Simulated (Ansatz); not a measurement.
Cartesian coordinates in Å:
```
C 0.500 1.089 -1.422
C 0.205 0.008 -0.448
N -0.344 0.232 0.666
C -0.612 -0.891 1.502
F -0.165 -0.626 2.773
H 1.567 1.096 -1.665
H 0.208 2.057 -1.019
H -0.034 0.908 -2.360
H 0.489 -1.014 -0.748
H -0.118 -1.815 1.165
H -1.695 -1.045 1.557
```

Total charge 0; spin multiplicity 1.

(1) List the CAM-B3LYP/def2-TZVPP orbital energies in eV (the Gaussian-basis code of Ansatz). (Estimate.)

## Answers

(1) Ansatz gave: Occupied: -673.09, -391.65, -281.53, -280.49, -279.03, -34.78, -27.89, -23.07, -20.64, -17.86, -16.19, -15.76, -15.65, -13.77, -13.52, -12.83, -12.09, -11.49, -10.23, -9.16. Lowest empty: 0.72, 2.18, 2.64, 3.21, 3.55, 4.04, 4.17, 4.64.
